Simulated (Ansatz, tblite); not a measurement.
**The cluster B₄+: a ladder of methods and basis sets**

How do method and basis change the picture of the cluster B₄+ (doublet)?

Program: Ansatz 0.2.0, Gaussian basis. Level of theory: as each input shows. These are calculated values, not measurements.

Plan: GFN1-xTB, GFN2-xTB, PBE-D4/def2-TZVP, r2SCAN-D4/def2-TZVP, PBE-QIDH/def2-TZVP, CAM-B3LYP-D4/def2-TZVP, LC-ωPBE/def2-TZVP, B2PLYP/def2-TZVP, r2SCANh-D4/def2-TZVP, PBE-D4/def2-SVP, PBE0-D4/def2-SVP, HF/STO-3G, HF/6-31G, B3LYP-D4/6-31G, CCSD(T)/def2-TZVPP, MP2/def2-TZVP, RPA/def2-TZVP.

## (1) The relaxed structure

The doublet was relaxed beforehand with B3LYP-D4/def2-TZVP. At that level it is the lowest of the isomers that a small search found.

4 atoms, charge 1, spin multiplicity 2.

Bond lengths: B1–B3 1.544 Å, B1–B4 1.544 Å, B2–B3 1.544 Å, B2–B4 1.544 Å. Angles: B3–B1–B4 90.0°, B3–B2–B4 90.0°, B1–B3–B2 90.0°, B1–B4–B2 90.0°.

The ion is computed in the gas phase, without counter-ions or solvent.

PBE0-D4/def2-TZVP was run before; its log isn't repeated, and its numbers join the tables.

## (2) GFN1-xTB

Tight binding, by tblite at 300 K electronic temperature and without a spin-polarisation term:

```python
tblite.interface.Calculator('GFN1-xTB', numbers, positions, charge=1, uhf=1).singlepoint()
```

Energy -134.5941 eV; 0.002 s.

## (3) GFN2-xTB

Tight binding, by tblite at 300 K electronic temperature and without a spin-polarisation term:

```python
tblite.interface.Calculator('GFN2-xTB', numbers, positions, charge=1, uhf=1).singlepoint()
```

Energy -114.0883 eV; 0.001 s.

## (4) PBE-D4/def2-TZVP

start.molden holds the orbitals of an earlier run on this state, given as this run's starting guess.

in.yaml

```yaml
crystal:
  periodic: [false, false, false]
  atoms:
    - {symbol: B, position_ang: [-0.525918, -0.955710, 0.043330]}
    - {symbol: B, position_ang: [0.525907, 0.955709, -0.043445]}
    - {symbol: B, position_ang: [-0.954555, 0.527130, 0.040876]}
    - {symbol: B, position_ang: [0.954555, -0.527130, -0.040770]}
basis:
  gaussian: {orbitals: def2-TZVP, initial_orbitals: start.molden}
total_charge: 1
magnetization: {spin_polarized: true, initial_magnetization: 1}
hamiltonian: {xc: pbe, dispersion: d4}
scf: {omitted_lower_state_checks: [starts]}
output: {orbitals: {seedname: orbitals}}
```

On the command line:

```
ansatz run in.yaml --threads 4 --pin off --events-out ev --progress --plain --max-ram 3916MiB
```

The runs that follow: r2SCAN-D4/def2-TZVP; PBE-QIDH/def2-TZVP; CAM-B3LYP-D4/def2-TZVP; LC-ωPBE/def2-TZVP; B2PLYP/def2-TZVP; r2SCANh-D4/def2-TZVP; PBE-D4/def2-SVP; PBE0-D4/def2-SVP; HF/STO-3G; HF/6-31G; B3LYP-D4/6-31G; CCSD(T)/def2-TZVPP; MP2/def2-TZVP; RPA/def2-TZVP.

Before running them: what should the planned runs give, taken together? Wanted: gap in def2-TZVP, named functionals, smallest and largest; correlation energy, CCSD(T)/def2-TZVPP; correlation energy, MP2/def2-TZVP; ⟨S²⟩ in def2-TZVP, named functionals, smallest and largest; PBE0 total energy, smallest basis above largest.

**Answer**, as computed:

```
                                                  quantity                                value
 gap in def2-TZVP, named functionals, smallest and largest  1.07 eV (PBE-D4), 7.70 eV (LC-ωPBE)
                    correlation energy, CCSD(T)/def2-TZVPP                             -9.77 eV
                         correlation energy, MP2/def2-TZVP                             -8.47 eV
⟨S²⟩ in def2-TZVP, named functionals, smallest and largest                         0.758, 0.772
           PBE0 total energy, smallest basis above largest        2.88 eV (def2-SVP, def2-TZVP)
```

Over the named functionals in def2-TZVP the gap runs from 1.07 eV (PBE-D4) to 7.70 eV (LC-ωPBE); exact exchange widens it. Over the named functionals in def2-TZVP spin contamination reaches 0.02 (LC-ωPBE), which is small.
